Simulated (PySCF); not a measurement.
**CCSD(T)/STO-6G run of PF3 (SMILES FP(F)F)**

Aim: the energy change on altering one bond length of PF3 at CCSD(T)/STO-6G, from 2 runs. 

Program for the calculation: PySCF 2.14.0.

10 further runs of the same task are left out: 3 that didn't finish, 7 set aside as unsound or not needed.

## 1. The molecule

PF3 has 4 atoms, charge 0, and is taken as a singlet. SMILES: `FP(F)F`. Geometry: relaxed at GFN2-xTB.

Bond lengths: P1–F2 1.597 Å, P1–F3 1.598 Å, P1–F4 1.598 Å. Angles: F2–P1–F3 94.0°, F2–P1–F4 93.9°, F3–P1–F4 94.0°.

## 2. The energy at CCSD(T)/STO-6G

run.py

```python
from pyscf import gto, scf, cc

mol = gto.M(
    atom=[
    ('P', (-0.004630, 0.005090, 0.642290)),
    ('F', (1.349610, -0.029560, -0.203150)),
    ('F', (-0.648490, 1.180250, -0.228190)),
    ('F', (-0.696500, -1.155780, -0.210950)),
],
    spin=0,
    verbose=4,
    charge=0,
    max_memory=1860,
    basis='sto-6g',
)

myscf = scf.RHF(mol)
myscf.conv_tol = 1e-10
myscf.kernel()
if not myscf.converged:
    myscf = myscf.newton().run(myscf.mo_coeff, myscf.mo_occ)

mycc = cc.CCSD(myscf, frozen=8)
mycc.kernel()
e_t = mycc.ccsd_t()
e_final = mycc.e_tot + e_t
print('Final energy', e_final)
```

On the command line:

```sh
$ OMP_NUM_THREADS=1 python run.py
```

Output:

```text
PySCF version 2.14.0

[INPUT] num. atoms = 4
[INPUT] num. electrons = 42
[INPUT] charge = 0
[INPUT] spin (= nelec alpha-beta = 2S) = 0
[INPUT] symmetry False subgroup None
[INPUT] Mole.unit = angstrom
[INPUT] Symbol           X                Y                Z      unit          X                Y                Z       unit  Magmom
[INPUT]  1 P     -0.004630000000   0.005090000000   0.642290000000 AA   -0.008749431957   0.009618705974   1.213752192547 Bohr   0.0
[INPUT]  2 F      1.349610000000  -0.029560000000  -0.203150000000 AA    2.550393274974  -0.055860304242  -0.383897862205 Bohr   0.0
[INPUT]  3 F     -0.648490000000   1.180250000000  -0.228190000000 AA   -1.225468494519   2.230349258518  -0.431216604365 Bohr   0.0
[INPUT]  4 F     -0.696500000000  -1.155780000000  -0.210950000000 AA   -1.316194245760  -2.184107660250  -0.398637725977 Bohr   0.0

nuclear repulsion = 189.190298308544
number of shells = 14
number of NR pGTOs = 144
number of NR cGTOs = 24
basis = sto-6g
ecp = {}

******** <class 'pyscf.scf.hf.RHF'> ********
method = RHF
initial guess = minao
damping factor = 0
level_shift factor = 0
DIIS = <class 'pyscf.scf.diis.CDIIS'>
diis_start_cycle = 1
diis_space = 8
diis_damp = 0
SCF conv_tol = 1e-10
SCF conv_tol_grad = None
SCF max_cycles = 50
direct_scf = True
direct_scf_tol = 1e-13
Set gradient conv threshold to 1e-05
Initial guess from minao.
init E= -636.550629112669
  HOMO = -0.351766434315176  LUMO = 0.177485213684348  gap/eV = 14.40167
cycle= 1 E= -636.289229640654  delta_E= 0.261  |g|= 0.515  |ddm|= 2.62
  HOMO = -0.323774029328267  LUMO = 0.331468822726022  gap/eV = 17.83007
cycle= 2 E= -636.42178441009  delta_E= -0.133  |g|= 0.112  |ddm|= 1.08
  HOMO = -0.329415056635978  LUMO = 0.385299440716621  gap/eV = 19.44837
cycle= 3 E= -636.427698661645  delta_E= -0.00591  |g|= 0.0344  |ddm|= 0.181
  HOMO = -0.32896137793906  LUMO = 0.393511435133955  gap/eV = 19.65949
cycle= 4 E= -636.428831615474  delta_E= -0.00113  |g|= 0.0037  |ddm|= 0.13
  HOMO = -0.32825375657787  LUMO = 0.39306931846002  gap/eV = 19.62820
cycle= 5 E= -636.428843451679  delta_E= -1.18e-05  |g|= 0.00054  |ddm|= 0.0119
  HOMO = -0.328378698375089  LUMO = 0.393182891695956  gap/eV = 19.63469
cycle= 6 E= -636.42884366963  delta_E= -2.18e-07  |g|= 9.15e-05  |ddm|= 0.00154
  HOMO = -0.328350779233624  LUMO = 0.393161359976373  gap/eV = 19.63335
cycle= 7 E= -636.42884367651  delta_E= -6.88e-09  |g|= 1.95e-05  |ddm|= 0.000318
  HOMO = -0.328357521998211  LUMO = 0.393167005835244  gap/eV = 19.63368
cycle= 8 E= -636.42884367685  delta_E= -3.4e-10  |g|= 4.91e-06  |ddm|= 6.3e-05
  HOMO = -0.328358006654999  LUMO = 0.39316594625734  gap/eV = 19.63367
cycle= 9 E= -636.428843676874  delta_E= -2.46e-11  |g|= 2.42e-07  |ddm|= 1.9e-05
  HOMO = -0.328358001845688  LUMO = 0.393165939891763  gap/eV = 19.63367
Extra cycle  E= -636.428843676875  delta_E= -1.14e-12  |g|= 7.61e-08  |ddm|= 4.69e-07
converged SCF energy = -636.428843676875

******** <class 'pyscf.cc.ccsd.CCSD'> ********
CC2 = 0
CCSD nocc = 13, nmo = 16
frozen orbitals 8
max_cycle = 50
direct = 0
conv_tol = 1e-07
conv_tol_normt = 1e-05
diis_space = 6
diis_start_cycle = 0
diis_start_energy_diff = 1e+09
Init t2, MP2 energy = -636.506513861657  E_corr(MP2) -0.0776701847814214
Init E_corr(CCSD) = -0.0776701847814238
cycle = 1  E_corr(CCSD) = -0.0882994049634609  dE = -0.0106292202  norm(t1,t2) = 0.0544225
cycle = 2  E_corr(CCSD) = -0.0950512823988905  dE = -0.00675187744  norm(t1,t2) = 0.0186048
cycle = 3  E_corr(CCSD) = -0.0963652282286787  dE = -0.00131394583  norm(t1,t2) = 0.0087255
cycle = 4  E_corr(CCSD) = -0.0976591368134102  dE = -0.00129390858  norm(t1,t2) = 0.00346601
cycle = 5  E_corr(CCSD) = -0.0975953900211147  dE = 6.37467923e-05  norm(t1,t2) = 0.000790413
cycle = 6  E_corr(CCSD) = -0.0975987313386957  dE = -3.34131758e-06  norm(t1,t2) = 0.000170263
cycle = 7  E_corr(CCSD) = -0.0975995911490385  dE = -8.59810343e-07  norm(t1,t2) = 6.68375e-05
cycle = 8  E_corr(CCSD) = -0.0975984267410129  dE = 1.16440803e-06  norm(t1,t2) = 1.82819e-05
cycle = 9  E_corr(CCSD) = -0.0975981635391869  dE = 2.63201826e-07  norm(t1,t2) = 7.64633e-06
cycle = 10  E_corr(CCSD) = -0.097598268669289  dE = -1.05130102e-07  norm(t1,t2) = 1.70986e-06
cycle = 11  E_corr(CCSD) = -0.0975982871277948  dE = -1.84585058e-08  norm(t1,t2) = 6.6601e-07
CCSD converged
E(CCSD) = -636.5264419640032  E_corr = -0.09759828712779481
CCSD(T) correction = -0.00498927691057988
Final energy -636.5314312409138
```

It took 1.2 s on 1 thread of Arm Neoverse V1, shared host; peak memory 0.1 GiB.

## 3. The distorted shape at the same level

mol.xyz

```xyz
4
F3P
P      0.133757     0.237286     0.812954
F      1.487997     0.202636    -0.032486
F     -0.510103     1.412446    -0.057526
F     -0.696500    -1.155780    -0.210950
```

calc.py

```python
from pyscf import gto, scf, cc

mol = gto.Mole()
mol.atom = 'mol.xyz'
mol.verbose = 3
mol.max_memory = 1860
mol.basis = 'sto-6g'
mol.spin = 0
mol.build()

myscf = scf.RHF(mol)
myscf.conv_tol = 1e-10
myscf.kernel()
if not myscf.converged:
    myscf = myscf.newton().run(myscf.mo_coeff, myscf.mo_occ)

mycc = cc.CCSD(myscf, frozen=8)
mycc.kernel()
e_t = mycc.ccsd_t()
e_tot = mycc.e_tot + e_t
print('Final energy', e_tot)
```

On the command line:

```sh
$ OMP_NUM_THREADS=1 python calc.py
```

Output:

```text
converged SCF energy = -636.380947737256
E(CCSD) = -636.5046999928501  E_corr = -0.1237522555939107
CCSD(T) correction = -0.00576802738348034
Final energy -636.5104680202336
```

It took 1.2 s on 1 thread of Arm Neoverse V1, shared host; peak memory 0.1 GiB.

## 4. Outcome

Level: CCSD(T)/STO-6G, 8 core orbitals frozen.

| quantity | value |
| --- | --- |
| first shape: total energy | -636.53143 Eh |
| first shape: dipole moment (Hartree–Fock density) | 1.76 D |
| first shape: HOMO energy (Hartree–Fock orbitals) | -8.94 eV |
| first shape: LUMO energy (Hartree–Fock orbitals) | 10.70 eV |
| first shape: HOMO–LUMO gap (Hartree–Fock orbitals) | 19.63 eV |
| first shape: correlation energy (8 core orbitals frozen) | -102.6 mEh |
| first shape: (T) correction | -4.99 mEh |
| first shape: T1 diagnostic | 0.012 |
| distorted shape: total energy | -636.51047 Eh |
| distorted shape: dipole moment (Hartree–Fock density) | 1.92 D |
| distorted shape: HOMO energy (Hartree–Fock orbitals) | -8.70 eV |
| distorted shape: LUMO energy (Hartree–Fock orbitals) | 7.55 eV |
| distorted shape: HOMO–LUMO gap (Hartree–Fock orbitals) | 16.25 eV |
| distorted shape: correlation energy (8 core orbitals frozen) | -129.5 mEh |
| distorted shape: (T) correction | -5.77 mEh |
| distorted shape: T1 diagnostic | 0.014 |
| energy change with the P1–F4 bond stretched from 1.598 to 1.918 Å | 0.570 eV |

In words: With the P1–F4 bond stretched from 1.598 to 1.918 Å the energy rises by 0.57 eV (55.0 kJ/mol). The first shape isn't relaxed at this level, so the change isn't measured from a minimum. The minimal basis adds a large error of its own. Mulliken charges (first shape) of the mean-field density run from -0.32 on F2 to +0.95 on P1. The triples (first shape) make up 4.9 % of the correlation energy. The triples (distorted shape) make up 4.5 % of the correlation energy.
